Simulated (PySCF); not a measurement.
Gas-phase reaction: 3 vinylsilane + C₃H₈O (1-propanol) → H₂SiO + 2 (CH₃)₃Si + C₃H₆ (propylene)

Method: PySCF energies plus ideal-gas RRHO corrections (1 bar). S°(298 K) at PBE0/def2-TZVP differs from the NASA 1993 table for C₃H₈O (1-propanol) (-22 J/mol/K); whether the harmonic model or the table's entry is off was not settled. † marks an energy on the PBE0/def2-TZVP geometry and frequencies; other levels use their own. MP2 freezes the core. Open shells (unrestricted): (CH₃)₃Si (multiplicity 2); the rest are closed-shell singlets. No R ln 2 is added for the mirror-image form of C₃H₈O (1-propanol). H₂SiO, (CH₃)₃Si: computed as isolated molecules; such fragments, hydroxides, amides, oligomers or adducts are transient or little studied in the gas. MP2 isn't extrapolated to the basis-set limit; its ΔH°(298 K) is -34.7 kJ in def2-SVP and -79.3 kJ in def2-TZVPP. The harmonic model lacks anharmonicity and excited electronic states, which grow with temperature; levels with a mode under 35 cm⁻¹ are left out. Internal rotation in vinylsilane, C₃H₈O (1-propanol), (CH₃)₃Si, C₃H₆ (propylene) is treated as a harmonic vibration of one conformer, which makes the entropy rough.

```csv
level,"ΔE electronic, kJ","ΔH°(298 K), kJ","ΔS°(298 K), J/K","ΔG°(600 K), kJ"
BLYP/def2-TZVP†,-81,-55,15,-65
M06-2X/def2-TZVP†,-92,-66,15,-76
MP2/def2-SVP†,-61,-35,15,-45
PBE/def2-SVP,-71,-45,19,-58
PBE/def2-TZVP†,-114,-88,15,-99
PBE0/def2-QZVP†,-112,-86,15,-96
PBE0/def2-SVP†,-67,-41,15,-51
r2SCAN/def2-TZVP†,-128,-102,15,-112
```
ΔH° is lowest at r2SCAN/def2-TZVP† and highest at MP2/def2-SVP†. No reference value is set beside these.
